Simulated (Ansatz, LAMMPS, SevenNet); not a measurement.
# Lattice parameter a of rock-salt BaO: levels of theory against measurement

Reference value: 5.54 Å (measured, 300 K, no zero-point or thermal correction; as tabulated in Santana et al. (2016), arXiv:1608.06321).

Question: What do ionic model lewis1985b, SevenNet-0, PBE, PBE-D3(BJ), LC-ωPBE give, and how far is each from the reference?

Answer: 
| level (code) | value (Å) | difference (%) |
|---|---|---|
| ionic model lewis1985b (shell model, LAMMPS) | 5.513 | -0.49 |
| SevenNet-0 | 5.607 | +1.21 |
| PBE (Ansatz) | 5.574 | +0.61 |
| PBE-D3(BJ) (Ansatz) | 5.529 | -0.20 |
| LC-ωPBE (Ansatz) | 5.526 | -0.25 |

The reference is not for a static lattice or low temperature, so close values are not ranked against it.

The reference isn't brought to a static lattice, while the calculations are for one, so the differences are not the levels' errors alone. A static lattice is as a rule a little smaller than the measured one.  Cutoffs and k meshes differ between the levels. Ansatz's density-functional and Hartree–Fock values are scalar-relativistic unless marked +SOC, with PAW data made under PBE.

Empirical potentials (ionic model lewis1985b) are fitted to chosen data: where that held the value shown, agreement is built in, and what lay outside the fit can be far off. Machine-learned potentials (SevenNet-0) are trained on DFT data: a solid inside that data is no test of them.

Differences are worked out from the printed values.

Ansatz is a quantum-chemistry and plane-wave program.
